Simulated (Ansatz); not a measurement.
Geometry optimisation, Ansatz, UKS B3LYP/def2-mTZVP.

The input (input.yaml):

```yaml
crystal:
  periodic: [false, false, false]
  atoms:
    - { symbol: Si, position_ang: [0.0, 0.0, 0.0] }
    - { symbol: H, position_ang: [0.0, 0.0, 1.71] }
    - { symbol: "N", position_ang: [1.7163, 0.0, -0.6061] }
    - { symbol: H, position_ang: [2.2145, -0.918, -0.7868] }
    - { symbol: H, position_ang: [2.2175, 0.918, -0.7783] }
    - { symbol: H, position_ang: [-0.6877, 1.1914, -0.4862] }
    - { symbol: H, position_ang: [-0.6877, -1.1914, -0.4862] }
    - { symbol: C, position_ang: [0.0, 0.0, 3.12] }
    - { symbol: H, position_ang: [-0.5653, -0.8805, 3.4905] }
    - { symbol: H, position_ang: [1.0452, -0.0494, 3.4905] }
    - { symbol: H, position_ang: [-0.4798, 0.9298, 3.4905] }
magnetization:
  spin_polarized: true
  initial_magnetization: 1
basis:
  gaussian: { orbitals: def2-mTZVP }
hamiltonian:
  xc: b3lyp
relax:
  f_tol: 0.15
  max_steps: 25
  restrain:
    - { distance: [1, 7], at: 1.11, k: 30.0 }
    - { distance: [0, 1], at: 2.66, k: 30.0 }
output:
  orbitals: {}
```

Launched with:

```bash
$ ansatz run input.yaml --threads 2 --pin off --max-ram 3072MiB --backend cpu --events-out ev --progress --plain --runs-dir out
```

Question: Where does it end, and by what steps?

Answer: It converged. The restraints hold the end off the free minimum; the threshold counts their pulls, which the force column leaves out. Restrained pairs: H2–C8 (1.41 → 1.10 Å), Si1–H2 (1.71 → 2.67 Å). After 8 steps the energy has fallen by 1.308 eV (the restraints' own energy left out); H2 moved furthest, 0.60 Å.

```csv
step,energy less start (eV),largest force component (eV/Å),accepted
0,0.0000,2.320,yes
1,-0.5545,2.324,yes
2,-0.6715,2.611,yes
3,-0.9908,1.401,yes
4,-1.2828,0.532,yes
5,-1.3066,0.471,yes
6,-1.3064,0.506,yes
7,-1.3081,0.465,yes
8,-1.3084,0.464,yes
```

```xyz
11
Properties=species:S:1:pos:R:3
Si 0.034 0.001 -0.355
H -0.052 -0.002 2.312
N 1.665 0.001 -0.965
H 2.234 -0.832 -0.886
H 2.235 0.832 -0.886
H -0.627 1.222 -0.904
H -0.627 -1.222 -0.903
C -0.028 -0.001 3.414
H -0.577 -0.864 3.789
H 1.006 -0.050 3.755
H -0.490 0.914 3.786
```

The run took 24 s on 2 threads of AMD EPYC 7R43 64-Core Processor (Zen 3), with other jobs on the host, peak memory 0.21 GiB.
